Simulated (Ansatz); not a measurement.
**AlSiH2 (quartet): CAM-B3LYP, wB97M-V over a scan of the distance Si1–Al2, cc-pVDZ**

How well do these functionals follow the top wave-function level for AlSiH2 (quartet) over a scan of the distance Si1–Al2?

Program: Ansatz 0.2.0, Gaussian basis. Level of theory: cc-pVDZ, all electrons in the functionals. These are calculated values, not measurements.

Plan: CAM-B3LYP, wB97M-V, at 1.966 Å; 2.137 Å; 2.409 Å; 2.669 Å; 2.990 Å; 3.287 Å; 3.944 Å; 4.490 Å; 5.363 Å; 6.455 Å; 8.300 Å.

36 further runs of the same task are left out: 14 for a known fault of the program, 14 that didn't finish, 8 set aside as unsound or not needed.

### Step 1. The system

The geometry derives from a PBE0/def2-TZVP stationary point (not a proven minimum). One bond is set to the value named and the two fragments are kept rigid.

4 atoms, charge 0, spin multiplicity 4.

Atoms are counted from 1 here; the program's logs count them from 0.

Bond lengths: Si1–Al2 2.409 Å, Al2–H3 1.583 Å, Al2–H4 1.583 Å. Angles: Si1–Al2–H3 117.4°, Si1–Al2–H4 117.4°, H3–Al2–H4 125.2°.

No dispersion term is added; wB97M-V holds VV10 nonlocal correlation.

The geometry shown and the zero of energy belong to the point 2.409 Å. The yardstick, UCCSDT(Q), and other wave-function levels (R restricted, U unrestricted, valence and pair active spaces) come from earlier runs.

### Step 2. CAM-B3LYP, 1.966 Å

Contents of in.yaml:

```yaml
crystal:
  periodic: [false, false, false]
  atoms:
    - {symbol: Si, position_ang: [0.000000, 0.000000, 1.024436]}
    - {symbol: Al, position_ang: [0.000000, 0.000000, -0.941564]}
    - {symbol: H, position_ang: [0.000000, 1.405470, -1.670214]}
    - {symbol: H, position_ang: [0.000000, -1.405470, -1.670214]}
basis:
  gaussian: {orbitals: cc-pVDZ}
magnetization: {spin_polarized: true, initial_magnetization: 3}
hamiltonian: {xc: {name: CAM-B3LYP}}
```

Started as:

```bash
> ansatz run in.yaml --threads 1 --pin off --events-out ev --progress --plain --max-ram 2393MiB
```

The runs that follow: CAM-B3LYP, 2.137 Å; CAM-B3LYP, 2.409 Å; CAM-B3LYP, 2.669 Å; CAM-B3LYP, 2.990 Å; CAM-B3LYP, 3.287 Å; CAM-B3LYP, 3.944 Å; CAM-B3LYP, 4.490 Å; CAM-B3LYP, 5.363 Å; CAM-B3LYP, 6.455 Å; CAM-B3LYP, 8.300 Å; wB97M-V, 1.966 Å; wB97M-V, 2.137 Å; wB97M-V, 2.409 Å; wB97M-V, 2.669 Å; wB97M-V, 2.990 Å; wB97M-V, 3.287 Å; wB97M-V, 3.944 Å; wB97M-V, 4.490 Å; wB97M-V, 5.363 Å; wB97M-V, 6.455 Å; wB97M-V, 8.300 Å.

Before running them: what should the planned runs give, taken together? Wanted: span of the UCCSDT(Q) curve; largest miss, CAM-B3LYP; largest miss, wB97M-V.

As calculated:

| quantity | value |
| --- | --- |
| span of the UCCSDT(Q) curve | 1.830 eV |
| largest miss, CAM-B3LYP | -0.224 eV (1.966 Å) |
| largest miss, wB97M-V | -0.192 eV (1.966 Å) |

What this shows: Of the functionals, wB97M-V keep the smallest largest miss at the points compared (at most 0.192 eV) and CAM-B3LYP strays most (0.224 eV, at 1.966 Å). Functionals and the yardstick converge differently with the basis, so part of each miss in cc-pVDZ is the basis.
